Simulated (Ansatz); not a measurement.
Input for Ansatz (development build ahead of 0.2.0):

```yaml
crystal:
  periodic: [false, false, false]
  atoms:
    - { symbol: P, position_ang: [0.0, 0.0, -0.86529] }
    - { symbol: F, position_ang: [0.0, 0.0, 0.86529] }
basis:
  gaussian: { orbitals: def2-SVP }
total_charge: -1
magnetization:
  spin_polarized: true
  initial_magnetization: 1
hamiltonian:
  xc: hf
correlation:
  method: mp2
  frozen_orbitals: { F: 1, P: 5 }
```

The input is written out in the form of the current development build from the run's settings.

The run gave:

```json
{
 "Converged": "yes",
 "Reference energy": "-439.93385 hartree",
 "Correlation energy": "-0.27277 hartree",
 "Total energy": "-440.20662 hartree",
 "Spin squared of the determinant": "0.762",
 "Stability test": "minimum",
 "Occupied orbitals by symmetry in an Abelian subgroup (alpha; beta)": "7 A1 3 B1 3 B2; 7 A1 3 B1 2 B2"
}
```

Messages of the program:
```
mean field -11971.21003856 eV, -439.9338545394 hartree, gradient 5.8e-6 eV, S^2 0.761590; 4 other ends of a descent, 0 dependent functions left out
```

Caution: no diffuse functions for an anion.
